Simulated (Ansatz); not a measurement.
**C2H3FO2: how energies converge with the basis set**

One table from this session's results is given with a row withheld; the runs are named, their logs left out.

Program: Ansatz 0.2.0, Gaussian basis. Level of theory: one geometry, several basis sets. These are calculated values, not measurements.

The runs, in order: PBE0-D4/def2-SVP; ωB97M-V/def2-SVP; PBE0-D4/def2-QZVPP; ωB97M-V/def2-QZVPP; the functionals' def2-TZVPP values are taken from earlier runs.

### The relaxed structure

The geometry comes from an earlier relaxation with PBE0-D4 in a triple-zeta def2 set; it is a stationary point, not always the lowest conformer.

SMILES `O=CC(O)F`, 8 atoms, charge 0, spin multiplicity 1.

Atoms are counted from 1 here; the program's logs count them from 0.

Bond lengths: O1–C2 1.198 Å, C2–C3 1.527 Å, C2–H6 1.105 Å, C3–O4 1.350 Å, C3–F5 1.392 Å, C3–H7 1.095 Å, O4–H8 0.970 Å. Angles: O1–C2–C3 120.8°, O1–C2–H6 122.6°, C3–C2–H6 116.5°, C2–C3–O4 111.6°, C2–C3–F5 104.0°, C2–C3–H7 112.6°, O4–C3–F5 112.0°, O4–C3–H7 110.1°, F5–C3–H7 106.3°, C3–O4–H8 107.5°.

Set-up of the first run:

in.yaml reads:

```yaml
crystal:
  periodic: [false, false, false]
  atoms:
    - {symbol: O, position_ang: [-1.673808, 0.110923, 0.448409]}
    - {symbol: C, position_ang: [-0.838431, 0.291586, -0.390946]}
    - {symbol: C, position_ang: [0.635560, 0.020861, -0.098656]}
    - {symbol: O, position_ang: [0.831467, -0.325396, 1.191739]}
    - {symbol: F, position_ang: [0.966679, -1.012001, -0.970749]}
    - {symbol: H, position_ang: [-1.087136, 0.609705, -1.419259]}
    - {symbol: H, position_ang: [1.279955, 0.865151, -0.364306]}
    - {symbol: H, position_ang: [-0.022186, -0.617930, 1.547966]}
basis:
  gaussian: {orbitals: def2-SVP}
hamiltonian: {xc: pbe0, dispersion: d4}
output: {orbitals: {seedname: orbitals}}
```

Command:

```bash
$ ansatz run in.yaml --threads 2 --pin off --events-out ev --progress --plain --max-ram 4352MiB
```

Steps of the session up to this table: PBE0-D4 in def2-SVP; ωB97M-V in def2-SVP; PBE0-D4 in def2-QZVPP; ωB97M-V in def2-QZVPP.

One table of the session follows, with a row left open; its other results are not shown here.

It belongs to the step «Density functionals: the series». 

```
functional       basis  HOMO (eV)
   PBE0-D4    def2-SVP      -8.33
   PBE0-D4  def2-TZVPP          ?
   PBE0-D4  def2-QZVPP      -8.51
   ωB97M-V    def2-SVP     -10.71
   ωB97M-V  def2-TZVPP     -10.87
   ωB97M-V  def2-QZVPP     -10.91
```

**Question.** Estimate the row for PBE0-D4, def2-TZVPP.

**Answer.** HOMO (eV): -8.47. In the column «HOMO (eV)» it lies between PBE0-D4, def2-QZVPP (-8.51) and PBE0-D4, def2-SVP (-8.33).
